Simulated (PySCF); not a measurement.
**C5H11N: calculation and literature**

Geometry (Å), atoms numbered from 1 in this order:
```xyz
17

N     2.153   -0.101    0.259
C     0.759   -0.262    0.650
C     0.025   -1.242   -0.290
C    -1.008   -0.408   -1.043
C    -1.430    0.627   -0.006
C    -0.102    1.026    0.628
H     2.205    0.288   -0.677
H     2.614    0.564    0.870
H     0.775   -0.675    1.663
H    -0.488   -2.006    0.301
H     0.732   -1.763   -0.937
H    -0.543    0.099   -1.896
H    -1.838   -1.001   -1.433
H    -1.978    1.473   -0.428
H    -2.081    0.156    0.739
H    -0.211    1.477    1.617
H     0.399    1.764   -0.008
```

The experiment to reproduce: δ ¹³C C2 53.4; C3/C6 36.4; C4/C5 24.0 ppm (measured; solution, not stated per compound (mostly CDCl3 or CCl4); Pretsch, Buehlmann, Badertscher, Structure Determination of Organic Compounds, 4th ed. (2009)).

- geometry from PBE0-D3(BJ)/def2-TZVP
- PBE0/pcSseg-2 with gauge-including orbitals
- code: PySCF
- a single conformation, in vacuum, fast rotation and ring inversion assumed for equivalent nuclei, non-relativistic

Question: What does the calculation give, and how does it compare?

Answer: 
Reference values: measured (solution, not stated per compound (mostly CDCl3 or CCl4); Pretsch, Buehlmann, Badertscher, Structure Determination of Organic Compounds, 4th ed. (2009)).
| atoms | quantity | reference | computed | computed, scaled |
| --- | --- | --- | --- | --- |
| C2 | δ ¹³C | 53.4 | 57.5 | 52.8 |
| C3/C6 | δ ¹³C | 36.4 | 43.2 | 39.3 |
| C4/C5 | δ ¹³C | 24.0 | 31.6 | 28.4 |

Computed shifts are σ(ref) − σ with the named reference compound (TMS for H and C) calculated as an isolated molecule at the same level. The measured values may be among those fitted. Empirical linear scaling, fitted to shifts measured mostly in CDCl3 for H and C (δ vs TMS): ¹³C (scatter 2.1 ppm rms, 2.1 ppm with the 1 outlier that the fit left out). Occasional misses reach two or three times the rms, and more in compound classes unlike the fitted ones.

Question: How far are the unscaled ¹³C shifts from the references?

Answer: Mean signed difference +6.17 ppm, mean absolute 6.17 ppm over 3 comparisons; the largest is +7.6 ppm at C4/C5 (sp3 CH2 in a ring).

The carbons averaged at δ 43.2 differ by 9 ppm in this conformer.
